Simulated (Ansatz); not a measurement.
System: diamond-structure Si. Method: PBE-D3(BJ) in Ansatz (plane waves, PAW).

Numerical settings: plane-wave cutoff 520 eV, 12×12×12 k mesh, scalar-relativistic PAW data made under PBE.

Computed at the level's own relaxed cell.

Predict the elastic constant C44, polycrystal shear modulus (Hill average), Poisson ratio, elastic constant C11 and elastic constant C12.


elastic constant C44: 76.4 GPa
polycrystal shear modulus (Hill average): 63.5 GPa
Poisson ratio: 0.226
elastic constant C11: 159 GPa
elastic constant C12: 62.4 GPa

Measured, for comparison: elastic constant C44 80.2 GPa, elastic constant C11 168 GPa, elastic constant C12 64.9 GPa (low temperature, zero-point motion not removed; as tabulated in Tanner et al. (2021), arXiv:2110.11888). Computed (rounded) less measured: elastic constant C44 -5 %, elastic constant C11 -5 %, elastic constant C12 -4 %.

Note: the dispersion coefficients are held fixed in the derivatives.

Elastic constants are with the ions relaxed.

Computed values are for the static lattice.

It cost very roughly 110 core-seconds of CPU time.

Ansatz is a program for electronic structure.
